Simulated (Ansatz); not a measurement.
Energy landscape of H₂Li, doublet: collinear Li-H-H surface. Scanned: Li-H distance and H-H distance.

Level of theory: CCSDT(Q) on UHF/cc-pVTZ, frozen core (Ansatz, a quantum-chemistry and plane-wave program).

Energy in kcal/mol above the lowest grid point; x is the Li-H distance (Å), y the H-H distance (Å).

```csv
y \ x,1.36,1.51,1.64,1.77,1.92,2.08,2.27,2.47,2.74,3.08,3.53,4.14,4.64
2.15,57.9,52.5,51.7,53.1,56.4,61.0,67.1,73.5,81.7,90.2,96.7,99.0,—
1.91,57.8,52.3,51.4,52.6,55.7,60.1,65.8,71.9,79.2,85.9,89.9,91.3,91.6
1.63,57.6,51.7,50.3,51.1,53.5,57.0,61.5,65.8,70.3,73.5,75.3,76.0,76.2
1.42,57.1,50.3,48.1,47.9,48.9,50.8,53.0,55.1,56.9,58.2,58.9,59.3,59.4
1.27,55.5,47.6,44.2,42.7,42.2,42.4,42.9,43.5,44.0,44.4,44.7,44.8,44.9
1.14,50.5,41.7,37.4,34.8,33.1,32.2,31.7,31.5,31.3,31.2,31.2,31.2,31.2
1.05,44.0,35.3,30.7,27.7,25.6,24.3,23.3,22.7,22.2,21.9,21.7,21.6,21.6
0.96,36.2,27.8,23.2,20.2,18.0,16.4,15.2,14.3,13.6,13.1,12.8,12.6,12.6
0.89,30.4,22.3,17.8,14.9,12.6,10.9,9.6,8.7,7.8,7.2,6.7,6.6,6.5
0.82,25.7,17.9,13.6,10.8,8.5,6.8,5.4,4.4,3.5,2.7,2.2,2.0,2.0
0.76,23.4,15.9,11.8,9.0,6.8,5.1,3.7,2.6,1.6,0.8,0.3,0.0,0.0
0.70,23.7,16.4,12.5,9.8,7.6,6.0,4.6,3.5,2.5,1.6,1.0,0.8,0.7
0.63,29.1,22.1,18.3,15.8,13.7,12.2,10.8,9.7,8.6,7.7,7.1,6.8,6.7
```

Points that lie below all their neighbours on the grid (none is named beside a point without a result): x = 4.64, y = 0.76 on the edge of the grid (0.0 kcal/mol).

Dashes: no converged value, or the column stops at the first point that the program doubted or that broke a chosen test of continuity, which isn't proof of a fault.
